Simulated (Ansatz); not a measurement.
Basis sets compared for Na₂Cl (the lowest doublet isomer of a short search). Total charge 0; doublet. Geometry PBE0-D4/def2-TZVP. Ansatz on 4 threads of Arm Neoverse V1 on a shared host; times are rough, and most runs start from earlier orbitals.

```xyz
3

Na   -0.781    0.792   -1.345
Na    0.889    0.492    1.419
Cl   -0.108   -1.285   -0.074
```

The structure comes from a short search, and lower isomers may exist.

| level | functions | energy (Eh) | HOMO (eV) | LUMO (eV) | wall time |
| --- | --- | --- | --- | --- | --- |
| PBE-D4/def2-SVP | 48 | -784.1863 | -2.92 | -2.14 | 0.75 s |
| PBE-D4/def2-TZVP | 101 | -784.4643 | -2.97 | -2.11 | 1.2 s |
| r2SCAN-D4/def2-TZVP (with forces) | 101 | -784.7942 | -2.96 | -2.00 | 3.7 s |
| PBE0-D4/def2-SVP | 48 | -784.2567 | -3.39 | -1.52 | 1.1 s |
| PBE0-D4/def2-TZVP | 101 | -784.5309 | -3.44 | -1.50 | 1.6 s |

Problem. Estimate the rows for PBE-D4/def2-TZVPD, r2SCAN-D4/def2-TZVPD, PBE0-D4/def2-TZVPD.

Solution. 
```tsv
level	functions	energy (Eh)	HOMO (eV)	LUMO (eV)	wall time
PBE-D4/def2-TZVPD	116	-784.4656	-2.97	-2.11	2 s
r2SCAN-D4/def2-TZVPD	116	-784.7951	-2.96	-2.00	4.2 s
PBE0-D4/def2-TZVPD	116	-784.5319	-3.44	-1.50	2.2 s
```
